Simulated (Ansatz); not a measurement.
## NbB$_{2}$ (P6/mmm)

Level of theory: Ansatz 0.2.0, DFT r2SCAN, scalar-relativistic, plane waves, PAW.

Plane waves to 500 eV, a k mesh through Γ of 18×18×14 on the computed 3-atom cell and Gaussian smearing (0.10 eV); no spin polarisation.

The structure is relaxed at this level of theory with its symmetry kept. Whether it is the stable form of this composition wasn't checked.

The structure is hexagonal, space group P6/mmm (No. 191). The conventional cell has a = 3.102 Å, b = 3.102 Å, c = 3.323 Å, α = 90.00°, β = 90.00°, γ = 120.00°. Around Nb (site symmetry 6/mmm) lie 12 B at 2.44 Å. B (site symmetry -6m2) is surrounded by 3 B at 1.79 Å.

* Volume per atom: 62.3 bohr³
* Formation energy from the elements' standard states (uncorrected): -0.753 eV/atom
* Generalised Kohn–Sham band gap: none (metal)
* Density of states at the Fermi level: 0.99 states/eV per cell
* Löwdin character within 0.5 eV of the Fermi level: Nb 4d 73 %, B 2p 23 %
* Bulk modulus: 294 GPa
* Its pressure derivative: 4.0
* Bader charges (e): Nb (1 in the cell) 1.41, B (2 in the cell) -0.71

Cost: 9 runs of about 7.6 core-minutes in all, on Arm Neoverse V1 (shared hosts).